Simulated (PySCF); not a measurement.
**Do core-level shifts follow atomic charges?**

C4H7O (charge +1).
Numbering: `[CH3:1][CH2:2][CH2:3][C:4]#[O+:5]`

Binding energies: delta-SCF UKS SCAN, pcX-2 on the ionised atom, pcseg-1 elsewhere, spin-free X2C (PySCF 2.14.0). Charges: PBE0/pcSseg-1 ground-state density, for the ionised atom.

| atom | environment | C 1s (eV) | Mulliken (e) | IAO (e) | Hirshfeld (e) | ESP (e) |
| --- | --- | --- | --- | --- | --- | --- |
| C1 | methyl carbon | 295.44 | -0.276 | -0.415 | -0.088 | -0.394 |
| C2 | chain CH2 carbon | 296.83 | -0.304 | -0.229 | -0.023 | +0.172 |
| C3 | chain CH2 carbon | 299.02 | -0.306 | -0.322 | +0.011 | -0.327 |
| C4 | triply bonded carbon | 302.63 | +0.543 | +0.651 | +0.434 | +0.624 |

**Question.** How well does each charge scheme correlate with the binding energies over these sites?

**Answer.** Hirshfeld: r = 0.95, slope 12.5 eV per e; IAO: r = 0.90, slope 5.7 eV per e; Mulliken: r = 0.87, slope 6.5 eV per e; ESP: r = 0.74, slope 4.9 eV per e. Hirshfeld charges have the highest r, on only 4 points.

**Question.** The point-charge model writes a binding energy as kq + V + constant, with V the potential of the other atoms' charges at the site. What does it give with the Mulliken charges?

**Answer.** V = Σ 14.40 eV Å × q/r over all other atoms: +8.79 eV at C1, +9.01 eV at C2, +12.48 eV at C3, +0.96 eV at C4. Fitting binding energy − V to q gives k = 17.4 eV per e and leaves an rms residual of 0.61 eV, against 1.34 eV for the fit on q alone. The model has no term for differences in relaxation between sites.

Spin contamination (⟨S²⟩ against 0.75 for a pure doublet) is marked for C 1s of C4 (0.99), which makes this value less certain. The species carries charge +1, so core ionisation leaves charge +2. The structure is a single PBE0-D3(BJ)/def2-SVP conformer in the gas phase; no vibrational or solvent corrections.

Conformer computed: `[CH3:1][CH2:2][CH2:3][C:4]#[O+:5]`: C1–C2–C3–C4 180°.
